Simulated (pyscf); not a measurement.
A first-order saddle from PySCF, ωB97X-D3(BJ)/def2-SVP:

```xyz
11

Si    -2.2212     0.4278    -0.6551
O     -0.7725     1.2548    -0.3660
B      0.6542     0.5821    -0.5400
H     -2.2723     0.0780    -2.0974
H     -2.2916    -0.7996     0.1839
H     -3.3317     1.3507    -0.2997
H      0.5429    -0.6234    -0.6559
H      1.3300     1.1849    -1.3503
O      0.9687     0.9952     0.9221
H     -0.1848     1.4049     0.6588
H      1.6249     1.7017     0.9540
```

Surface: singlet, charge 0. Lowest wavenumbers (cm⁻¹): 1251i, 86, 124, 180, 500.

Name the species on either side of this saddle.

`[BH2][O][SiH3]` + `[OH2]` ⇌ `[OH][SiH3]` + `[BH2][OH]`, a four-centre exchange read from left to right: B–O, H–O broken and H–O, B–O formed. At CCSD(T)/def2-TZVPP + ΔMP2(QZVPP) it lies +11.4 kcal/mol from the left side and +11.8 kcal/mol from the right (each side as separated species at their lowest minima found). On the reactant side the descent ends in an adduct with a B–O contact, 5.3 kcal/mol under the separated species and 15.0 kcal/mol under the saddle at ωB97X-D3(BJ)/def2-TZVP. What is counted as formed (B–O) is already present as a longer contact in the reactant adduct; forming that adduct is a step of its own. The products may also form a dative adduct at H₂B–OH; it and routes through it were not searched. One saddle was located; it need not be the lowest between these sides. The CCSD(T) − MP2 part came from Ansatz, without density fitting, on the same reference.
